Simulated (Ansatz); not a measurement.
## CsPbCl3 (Pm-3m)

Computed with DFT r2SCAN, scalar-relativistic, plane waves, PAW in Ansatz.

Plane waves to 500 eV, a k mesh through Γ of 6×6×6 on the computed 5-atom cell and Gaussian smearing (0.02 eV); no spin polarisation.

The structure is relaxed at this level of theory with its symmetry kept. Whether it is the stable form of this composition wasn't checked.

The structure is cubic, space group Pm-3m (No. 221). The conventional cell has a = 5.672 Å, b = 5.672 Å, c = 5.672 Å, α = 90.00°, β = 90.00°, γ = 90.00°. Cs (site symmetry m-3m) is surrounded by 12 Cl at 4.01 Å. Pb (site symmetry m-3m) has 6 Cl at 2.84 Å as nearest neighbours. Cl (site symmetry 4/mmm) is surrounded by 2 Pb at 2.84 Å.

```
Volume per atom                                                                                                                             : 36.50 Å³
Formation energy from the elements' standard states (uncorrected)                                                                           : -1.767 eV/atom
Generalised Kohn–Sham band gap                                                                                                              : 2.45 eV, direct at R
Löwdin character of the top 1 eV of the valence band                                                                                        : Cl 3p 64 %, Pb 6s 28 %
Löwdin character of the lowest 1 eV of the conduction band                                                                                  : Pb 6p 80 %, Cl 3s 7 %, unprojected 5 %
Electron masses at the edge by Cartesian direction of the standard setting (m_e; degenerate bands sorted by energy; no spin-orbit coupling) : x: 0.88, 0.88, 0.12; y: 0.88, 0.88, 0.12; z: 0.88, 0.88, 0.12
Hole masses at the edge by Cartesian direction of the standard setting (m_e; degenerate bands sorted by energy; no spin-orbit coupling)     : x: 0.21; y: 0.21; z: 0.21
Bulk modulus                                                                                                                                : 24.8 GPa
Its pressure derivative                                                                                                                     : 4.7
Bader charges (e)                                                                                                                           : Cs (1 in the cell) 0.91, Pb (1 in the cell) 1.33, Cl (3 in the cell) -0.75
```

Spin-orbit coupling is left out, which matters for the bands of heavy elements.

Symmetry holds off the tilts and polar distortions that many cubic perovskites undergo.

Cost: 8 runs of about 4.5 core-minutes in all, on Arm Neoverse V1 (shared hosts).